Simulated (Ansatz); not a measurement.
`C=C(F)CF` → `C=CF` + `[CH]F` at 400 K and 1 bar (formal loss of a carbene).

Isolated molecules relaxed with PBE0-D4/def2-TZVP in Ansatz; ΔE leaves out vibrations. CBS: MP2 limit from def2 TZ/QZ plus the TZ coupled-cluster correction, frozen cores. This one scheme is used for every species. One conformer a species, not always the lowest.

```tsv
species	CCSD(T)/CBS energy (Eh)	H − E (kJ/mol)	S (J/(mol·K))
`C=C(F)CF`	-316.10894	196.7	329.2
`C=CF`	-177.66469	132.8	268.3
`[CH]F`	-138.29972	46.3	233.5
```

H − E and S are ideal-gas, rigid-rotor, harmonic terms from PBE0-D4/def2-TZVP, for one conformer and one mirror image of each species. 1 Eh = 2625.50 kJ/mol, R = 8.31446 J/(mol·K).

**Question.** By hand: ΔE, ΔH, ΔS and ΔG.

**Answer.** ΔE = (-177.66469) + (-138.29972) − (-316.10894) = 0.14453 Eh = 379.5 kJ/mol. Δ(H − E) = 132.8 + 46.3 − 196.7 = -17.6, so ΔH = 361.9 kJ/mol. ΔS = 268.3 + 233.5 − 329.2 = 172.6 J/(mol·K). ΔG = 361.9 − 400 × (172.6)/1000 = 292.9 kJ/mol.

**Question.** By hand: the equilibrium constant, and the temperature at which ΔG would vanish if ΔH and ΔS stayed fixed.

**Answer.** log₁₀ K = −ΔG/(RT ln 10) = -38.2. ΔG = 0 at ΔH/ΔS = 2097 K.

The number of gas molecules changes by +1, which sets the sign of ΔS. A doubt of 5 kJ/mol in ΔE shifts log₁₀ K by 0.7 here. Other conformers and mirror images would add mixing entropy, several J/(mol·K) or more a flexible species. These are equilibria of isolated gas molecules and say nothing of rates. Largest T1 diagnostic: 0.018 (customary marks: 0.02 for closed shells, 0.045 for open ones).
